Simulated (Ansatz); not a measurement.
# C2H4S2: up Jacob's ladder to CCSD(T)

The task here is to estimate one member of a computed series from the others.

The runs use Ansatz 0.2.0, Gaussian basis; functionals in def2-TZVPP, the program's frozen cores in correlated methods.

Plan: LDA (SPW92), PBE-D4, revPBE-D4, BLYP-D4, r2SCAN-D4, B97M-V, PBE0-D4, B3LYP-D4, r2SCANh-D4, r2SCAN0-D4, HSE06-D4, BHLYP-D4, CAM-B3LYP-D4, LC-ωPBE, ωB97X-V, ωB97M-V, B2PLYP, PBE-QIDH; CCSD(T)/def2-SVP; CCSD(T)/def2-TZVPP; MP2/def2-QZVPP; extrapolation to the limit; RPA on PBE.

## The geometry

All runs share one geometry, relaxed beforehand with PBE0-D4 in a triple-zeta def2 set.

SMILES `C=C(S)S`, 8 atoms, charge 0, spin multiplicity 1.

Atoms are counted from 1 here; the program's logs count them from 0.

Bond lengths: C1–C2 1.331 Å, C1–H5 1.083 Å, C1–H6 1.082 Å, C2–S3 1.756 Å, C2–S4 1.759 Å, S3–H7 1.344 Å, S4–H8 1.344 Å. Angles: C2–C1–H5 121.6°, C2–C1–H6 120.4°, H5–C1–H6 118.0°, C1–C2–S3 126.0°, C1–C2–S4 120.6°, S3–C2–S4 113.2°, C2–S3–H7 96.7°, C2–S4–H8 96.7°.

Set-up of the first run:

in.yaml

```yaml
crystal:
  periodic: [false, false, false]
  atoms:
    - {symbol: C, position_ang: [-0.254163, 0.986725, -0.613130]}
    - {symbol: C, position_ang: [-0.106001, -0.201854, -0.032624]}
    - {symbol: S, position_ang: [1.416775, -1.023085, 0.266313]}
    - {symbol: S, position_ang: [-1.511363, -1.170439, 0.394579]}
    - {symbol: H, position_ang: [0.592493, 1.533206, -1.009654]}
    - {symbol: H, position_ang: [-1.236807, 1.430323, -0.710046]}
    - {symbol: H, position_ang: [2.209198, 0.050784, 0.104657]}
    - {symbol: H, position_ang: [-1.018031, -1.662761, 1.544206]}
basis:
  gaussian: {orbitals: def2-TZVPP}
hamiltonian: {xc: lda}
output: {orbitals: {seedname: orbitals}}
```

Launch:

```console
ansatz run in.yaml --threads 2 --pin off --events-out ev --progress --plain --max-ram 4352MiB
```

Steps of the session up to this table: LDA; PBE-D4 (GGA); revPBE-D4 (GGA); BLYP-D4 (GGA); r2SCAN-D4 (meta-GGA); B97M-V (meta-GGA); B3LYP-D4 (hybrid); r2SCANh-D4 (hybrid); r2SCAN0-D4 (hybrid); HSE06-D4 (hybrid); BHLYP-D4 (hybrid); CAM-B3LYP-D4 (range-separated); LC-ωPBE (range-separated); ωB97X-V (range-separated); ωB97M-V (range-separated); B2PLYP (double hybrid); PBE-QIDH (double hybrid).

One of the session's tables, all rows but one given; the rest of the session is left out.

It belongs to the step «Frontier levels by functional». 

```
  functional  HOMO (eV)  gap (eV)
 LDA (SPW92)      -5.67      4.05
      PBE-D4      -5.51      4.10
   revPBE-D4      -5.45      4.12
     BLYP-D4      -5.34      4.07
   r2SCAN-D4      -5.72      4.49
      B97M-V      -5.75      4.57
     PBE0-D4      -6.59      6.12
    B3LYP-D4      -6.37      5.68
  r2SCANh-D4          ?         ?
  r2SCAN0-D4      -6.73      6.36
    HSE06-D4      -6.20      5.34
    BHLYP-D4      -7.52      8.09
CAM-B3LYP-D4      -7.85      8.49
     LC-ωPBE      -9.20     10.97
     ωB97X-V      -8.84     10.52
     ωB97M-V      -8.70     10.27
```

Q: Estimate the row for r2SCANh-D4 from the others.

Worked estimate for «HOMO (eV)». Against the share of exact exchange, r2SCAN-D4 (0, -5.72), r2SCAN0-D4 (0.25, -6.73) give a slope of -4.04 per unit share; at 0.1 the line stands at -6.12.

The run gave: HOMO (eV): -6.12; gap (eV): 5.24. In «HOMO (eV)» the line misses by 0.00.
